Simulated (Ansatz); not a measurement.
A made-up structure of AlBH₃, doublet:

```tsv
atom	x (Å)	y (Å)	z (Å)
B1	-0.2316	-0.8310	0.1786
Al2	0.2914	1.0506	-0.2248
H3	-1.2695	-1.0447	0.7352
H4	0.5014	-1.7218	-0.1413
H5	-0.6535	-0.9642	1.2400
```

It is relaxed with PBE-D4/def2-SVP and then PBE0-D4/def2-TZVP (Ansatz 0.2.0). Atoms count as bonded within 1.22 times the sum of their covalent radii (H–H: 0.88 Å). The end point is not checked to be a true minimum.

(1) Does its bonding change? (A judgement: the text doesn't fix the answer.)

Results:

(1) Computed: Yes. Formed: none; broken: H3–H5.

Where it ends: The first stage lowers the energy by 2.85 eV in 19 steps. It ends as AlBH₃ ([BH3][Al]):
```csv
atom,x (Å),y (Å),z (Å)
B1,-0.2260,-1.0696,0.3427
Al2,-0.1050,0.9969,0.0925
H3,-1.3531,-0.7633,-0.0399
H4,0.3459,-2.0184,-0.0900
H5,-0.0236,-0.6566,1.4824
```

Labels in which every atom is bracketed show which atoms are joined, not bond orders.

For scale, one of the runs: PBE0-D4/def2-TZVP relaxation, 86 basis functions, launched by `ansatz run in.yaml --threads 2 --pin off --events-out ev --progress --plain --max-ram 4352MiB`. Hardware: 2 CPU threads of an Arm Neoverse V2, shared host. Wall time about 7.5 s.
